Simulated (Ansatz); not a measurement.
# C2H3S+ (SMILES [CH+]1CS1): single points off equilibrium

The atoms stand at a structure displaced at random from a GFN2-xTB minimum. How far do the functionals agree with CCSD(T) there?

Method: single points in def2-TZVPP; program: Ansatz 0.2.0, Gaussian basis.

Cores are frozen in the correlated methods.

## Step 1: Where the work starts

SMILES `[CH+]1CS1`, 6 atoms, charge 1, spin multiplicity 1.

Atoms are counted from 1 here; the program's logs count them from 0.

Bond lengths: C1–C2 1.451 Å, C1–S3 1.695 Å, C1–H4 0.901 Å, C2–S3 1.941 Å, C2–H5 1.202 Å, C2–H6 1.241 Å. Angles: C2–C1–S3 75.7°, C2–C1–H4 146.4°, S3–C1–H4 137.0°, C1–C2–S3 57.8°, C1–C2–H5 120.5°, C1–C2–H6 127.9°, S3–C2–H5 115.2°, S3–C2–H6 116.2°, H5–C2–H6 108.5°, C1–S3–C2 46.4°.

Coordinates:

```xyz
6
C2H3S
C    -0.40630   -0.76830   -0.28930
C     0.12140    0.52770    0.09620
S     0.69090   -1.11720    0.95460
H    -0.89020   -1.23370   -0.89090
H     0.95640    1.07080   -0.57570
H    -0.40460    1.37730    0.83220
```

## Step 2: CCSD(T)/def2-TZVPP

File run/in.yaml:

```yaml
crystal:
  periodic: [false, false, false]
  atoms:
    - {symbol: C, position_ang: [-0.406300, -0.768300, -0.289300]}
    - {symbol: C, position_ang: [0.121400, 0.527700, 0.096200]}
    - {symbol: S, position_ang: [0.690900, -1.117200, 0.954600]}
    - {symbol: H, position_ang: [-0.890200, -1.233700, -0.890900]}
    - {symbol: H, position_ang: [0.956400, 1.070800, -0.575700]}
    - {symbol: H, position_ang: [-0.404600, 1.377300, 0.832200]}
basis:
  gaussian: {orbitals: def2-TZVPP}
total_charge: 1
correlation: {method: ccsd_t}
output: {forces: true}
```

No record of the launch command was kept for these runs.

## Step 3: PBE0-D4/def2-TZVPP

Changes to run/in.yaml since step 2:

```diff
@@ -12,3 +12,3 @@
 total_charge: 1
-correlation: {method: ccsd_t}
-output: {forces: true}
+hamiltonian: {xc: pbe0, dispersion: d4}
+output: {forces: true, orbitals: {seedname: orbitals}}
```

## Step 4: wB97M-V/def2-TZVPP

Changes to run/in.yaml since step 3:

```diff
@@ -12,3 +12,3 @@
 total_charge: 1
-hamiltonian: {xc: pbe0, dispersion: d4}
-output: {forces: true, orbitals: {seedname: orbitals}}
+hamiltonian: {xc: {name: wB97M-V}}
+output: {forces: true}
```

## Step 5: r2SCAN-D4/def2-TZVPP

Changes to run/in.yaml since step 4:

```diff
@@ -12,3 +12,3 @@
 total_charge: 1
-hamiltonian: {xc: {name: wB97M-V}}
+hamiltonian: {xc: r2scan, dispersion: d4}
 output: {forces: true}
```

## Step 6: PBE-D4/def2-TZVPP

Changes to run/in.yaml since step 5:

```diff
@@ -12,3 +12,3 @@
 total_charge: 1
-hamiltonian: {xc: r2scan, dispersion: d4}
+hamiltonian: {xc: pbe, dispersion: d4}
 output: {forces: true}
```

## Step 7: CAM-B3LYP-D4/def2-TZVPP

Changes to run/in.yaml since step 6:

```diff
@@ -12,3 +12,3 @@
 total_charge: 1
-hamiltonian: {xc: pbe, dispersion: d4}
+hamiltonian: {xc: {name: CAM-B3LYP}, dispersion: d4}
 output: {forces: true}
```

## Step 8: LC-wPBE/def2-TZVPP

Changes to run/in.yaml since step 7:

```diff
@@ -12,3 +12,3 @@
 total_charge: 1
-hamiltonian: {xc: {name: CAM-B3LYP}, dispersion: d4}
+hamiltonian: {xc: {name: LC-wPBE}}
 output: {forces: true}
```

(Steps that only read results are left out.)

Q: Predict the outcome of this session. Wanted: energy less free atoms, CCSD(T)/def2-TZVPP; RMS force component; RMS force error; HOMO and LUMO, PBE0-D4; T1 diagnostic.

As calculated:

| quantity | value |
| --- | --- |
| energy less free atoms, CCSD(T)/def2-TZVPP | -1245.4 kJ/mol |
| RMS force component | 4.403 to 4.725 eV/Å over the methods |
| RMS force error | PBE0-D4 0.366, wB97M-V 0.320, r2SCAN-D4 0.279, PBE-D4 0.269, CAM-B3LYP-D4 0.372, LC-wPBE 0.626 eV/Å |
| HOMO and LUMO, PBE0-D4 | -14.94 and -9.95 eV |
| T1 diagnostic | 0.027 |

Against CCSD(T) the functionals' energies less atoms differ by -155.5 to -13.7 kJ/mol, PBE-D4 by -155.5 kJ/mol. The reference is not at the basis limit: in triple zeta CCSD(T) underbinds, which counts against methods that bind more; the gaps are no ranking. On forces the order runs from PBE-D4 to LC-wPBE. Frozen-core CCSD(T) forces in triple zeta carry basis errors of their own, and this is one geometry, so small gaps rank nothing. The T1 diagnostic is large here, over the usual mark for main-group molecules (transition-metal compounds often pass it harmlessly), so CCSD(T) itself may be off. The restricted Hartree–Fock reference is unstable towards an unrestricted one at one or more of these structures.
